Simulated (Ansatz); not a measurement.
How far each method lies from UCCSDT(Q) for SiBCl, triplet

Geometry: a PBE0/def2-TZVP stationary point for this spin, not checked as a minimum.

```xyz
3

B     0.0000    0.0000    0.0637
Si    0.0000    0.0000   -1.8172
Cl    0.0000    0.0000    1.7535
```

Basis cc-pVDZ; Ansatz 0.2.0. Only valence electrons are correlated (noble-gas cores frozen), which leaves 14 electrons in 39 orbitals. R marks a restricted (for open shells ROHF) determinant, U an unrestricted one. Active spaces: valence = (12e, 11o, short of the full valence) chosen from the atoms' valence shells.

Full CI isn't at hand for all of this; UCCSDT(Q) serves as the reference, and is uncertain by about the last step of the cluster series. The frozen core follows each run's orbitals, which can shift R against U totals by a few meV.

For open shells CISD is restricted-active-space CI with the open shells as a complete middle space.

- UHF ⟨S²⟩: 2.023
- T1 diagnostic (RCCSD): 0.0197
- largest doubles amplitude (RCCSD): 0.084
- T1 diagnostic (UCCSD): 0.0184

| level | E − E(RHF) (eV) |
| --- | --- |
| UHF | -0.1129 |
| RMP2 | -7.2445 |
| UMP2 | -7.2227 |
| RCCSD | -8.1579 |
| UCCSD | -8.1618 |
| RCCSD(T) | -8.4551 |
| UCCSD(T) | -8.4545 |

(1) Estimate how far UCCSDT(Q) in cc-pVDZ lies from RCCSD(T). The table doesn't fix it; the size of (T) and the diagnostics are the guide.

(1) UCCSDT(Q) in cc-pVDZ lies 64 meV below RCCSD(T), which is 22 % of the (T) step (-297 meV). The diagnostics are small and the rest is a small part of (T), but (T) is large here. The miss exceeds 1 kcal/mol.

The other levels:

```csv
level,E − E(UCCSDT(Q)) (meV),share of correlation (%),wall time
CISD,1201,85.90,7 s
BCCD(T),62,99.27,3 s
RCCSDT,23,99.73,–
UCCSDT,23,99.73,–
RCCSDT(Q),2,99.97,46 s
CASSCF (valence space),6415,24.69,–
NEVPT2 (valence space),1215,85.74,16 s
MRCISD (valence space),616,92.77,–
MRCISD+Q (valence space),43,99.50,22 s
```

The correlation energy at UCCSDT(Q), counted from RHF, is -8.519 eV. That run took 39 s on 1 thread of Arm Neoverse V1, shared host.

Times hold each run's SCF and search for its determinant on a shared host, so for small cases they say little of a method's own cost; they ran on 1 thread of Arm Neoverse V1. Some runs computed forces too.

Natural occupations of CASSCF (valence space) about the gap: 1.991 1.991 1.978 1.976 1.943 0.989 0.989 0.043 0.043 0.035; effectively unpaired electrons, Σ n²(2−n)², 2.04.

Atomization energy (electronic, same basis, no zero-point term; atoms at the same level, unrestricted beside the R rows where the molecule is a closed shell, with restricted open-shell steps beyond CCSDT(Q)) at UCCSDT(Q): 717.3 kJ/mol. Errors of other levels:

```csv
level,error (kJ/mol)
RHF,-128.0
UHF,-145.9
RMP2,39.7
UMP2,38.0
CISD,-93.1
RCCSD,-23.3
UCCSD,-23.7
RCCSD(T),-3.0
UCCSD(T),-3.2
BCCD(T),-2.8
RCCSDT,-1.7
UCCSDT,-1.7
RCCSDT(Q),-0.2
```

This basis is far from its limit, so the value isn't to be set against a measured one. Truncated CI isn't size-consistent, which counts against it in atomization.
